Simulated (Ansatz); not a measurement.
Basis-set extrapolation for CH₅NO₂ (`NC(O)O`) (PBE0-D4/def2-TZVP geometry, frozen core, the Gaussian-basis code of Ansatz). Multiplicity 1, RHF reference.

```csv
,def2-TZVPP,def2-QZVPP
HF,-245.063680,-245.075379
MP2 correlation,-0.867775,-0.933982
CCSD(T) correlation,-0.919111,not run
```

Energies in hartree. Use E(X) = E(∞) + A·exp(−7.88·√X) for Hartree–Fock and E(X) = E(∞) + B·X^(−2.97) for correlation, with X = 3 and 4, and add CCSD(T) minus MP2 of the smaller set to the MP2 limit.

**Question.** What is the CCSD(T) energy at the basis-set limit?

**Answer.** HF limit: -245.075379 + (-0.011699) × 0.13774 = -245.07699. MP2 limit: -0.933982 + (-0.066207) × 0.74074 = -0.98302. Higher-order term: -0.919111 − (-0.867775) = -0.05134. Total: -246.11135 hartree, 337.5 kJ/mol below CCSD(T)/def2-TZVPP.
